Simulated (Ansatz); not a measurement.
```yaml
crystal:
  periodic: [false, false, false]
  atoms:
    - {symbol: C, position_ang: [-0.924799, 0.235965, 0.935789]}
    - {symbol: C, position_ang: [-0.151565, 0.447722, -0.355444]}
    - {symbol: C, position_ang: [0.971426, -0.542865, -0.506131]}
    - {symbol: F, position_ang: [0.480183, -1.814311, -0.553495]}
    - {symbol: Cl, position_ang: [1.896239, -0.243485, -1.998726]}
    - {symbol: H, position_ang: [-1.369587, -0.759617, 0.970248]}
    - {symbol: H, position_ang: [-0.278191, 0.348021, 1.810168]}
    - {symbol: H, position_ang: [-1.729026, 0.968468, 1.022072]}
    - {symbol: H, position_ang: [0.282474, 1.449868, -0.389223]}
    - {symbol: H, position_ang: [-0.805197, 0.350030, -1.226394]}
    - {symbol: H, position_ang: [1.693341, -0.496694, 0.311837]}
basis:
  gaussian: {orbitals: def2-TZVPD, nuclear_model: gaussian}
magnetization: {spin_polarized: true, initial_magnetization: 4}
hamiltonian: {xc: {name: SVWN5}}
output: {forces: true}
```

```sh
$ ansatz run in.yaml --threads 4 --pin off --events-out ev --progress --plain --max-ram 10444MiB
```

Output, abridged:

```
Functional definition: SVWN5
1305 factors; their error is unknown
mean field evaluation 1: about -18319.3618 eV, gradient 7.4e1 eV
mean field evaluation 2: about -17754.1094 eV, gradient 2.7e2 eV
mean field evaluation 4: about -18305.0879 eV, gradient 7.5e1 eV
mean field evaluation 8: about -18347.7392 eV, gradient 1.4e1 eV
mean field evaluation 16: about -18349.5226 eV, gradient 1.8e-4 eV
mean field -18349.52264364 eV, -674.3325194006 hartree, gradient 1.4e-5 eV, S^2 6.001586; 10 other end points of the search recorded, 0 dependent functions left out
reference -18349.52268251 eV, -674.3325208291 hartree; 27, 23 occupied and 224, 228 virtual orbitals, 1305 factors
Total energy: -18349.52268251 eV, -674.3325208291 hartree
Atom 0 at    -0.924799     0.235965     0.935789 Å, force     0.918215     0.615051    -1.153138 eV/Å
Atom 1 at    -0.151565     0.447722    -0.355444 Å, force    -1.439842    -1.353415     2.048630 eV/Å
Atom 2 at     0.971426    -0.542865    -0.506131 Å, force    -4.388076    -2.256032     2.410857 eV/Å
Atom 3 at     0.480183    -1.814311    -0.553495 Å, force     0.390990    -0.127838     0.241692 eV/Å
Atom 4 at     1.896239    -0.243485    -1.998726 Å, force     3.315069     1.173989    -4.883030 eV/Å
Atom 5 at    -1.369587    -0.759617     0.970248 Å, force    -0.025103    -0.721311    -0.037537 eV/Å
Atom 6 at    -0.278191     0.348021     1.810168 Å, force     0.197301    -0.001952     0.623563 eV/Å
Atom 7 at    -1.729026     0.968468     1.022072 Å, force    -0.438977     0.698175    -0.016442 eV/Å
Atom 8 at     0.282474     1.449868    -0.389223 Å, force     0.648840     1.483106     0.047475 eV/Å
Atom 9 at    -0.805197     0.350030    -1.226394 Å, force    -0.029571     0.012830    -0.637529 eV/Å
Atom 10 at     1.693341    -0.496694     0.311837 Å, force     0.851155     0.477395     1.355459 eV/Å
Dipole moment:    -0.651449    -0.106902     0.135030 e Å
```

(1) What is wrong with this run?

Results:

(1) The spin is set far too high for this molecule. The calculation finished and met its thresholds. The result belongs to that input, not to the molecule as meant.
